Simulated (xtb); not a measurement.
O3, SMILES [O-][O+]=O. All values are semi-empirical tight-binding results from xtb (GFN2-xTB unless named), good for trends rather than for accurate numbers. Coordinates come from a GFN2-xTB optimisation. The molecule may have multireference character, which single-reference levels describe poorly.

Optimised geometry:

Bonds (Å): O1–O2 1.236, O2–O3 1.236. Bond angles (°): O1–O2–O3 120.4.

```json
{
  "point_group_as_xtb_finds_it": "C2v",
  "orbital_gap": "2.16 eV",
  "dipole_moment": "1.12 D",
  "zero_point_energy": "4.8 kcal/mol",
  "G − E(el) at 298.15 K (modified RRHO)": "-9.7 kcal/mol",
  "static polarisability (D4 model)": "15.7 bohr³",
  "solvation energy, GFN2-xTB/ALPB(water)": "3.3 kcal/mol",
  "solvation energy, GFN2-xTB/ALPB(toluene)": "-2.1 kcal/mol"
}
```

Computed IR lines (harmonic; lines under 4 % of the strongest left out, lines within 3 cm⁻¹ merged):
ν (cm⁻¹): 703 (w), 1329 (vs) (against the strongest line: vs over 80 %, s over 45 %, m over 15 %, w over 4 %, vw less)

Computed atomic charges and the Wiberg bond orders between heavy atoms:
charges (e) O1 -0.17, O2 0.35, O3 -0.17. Bond orders O1–O2 1.42, O1–O3 0.55, O2–O3 1.42.
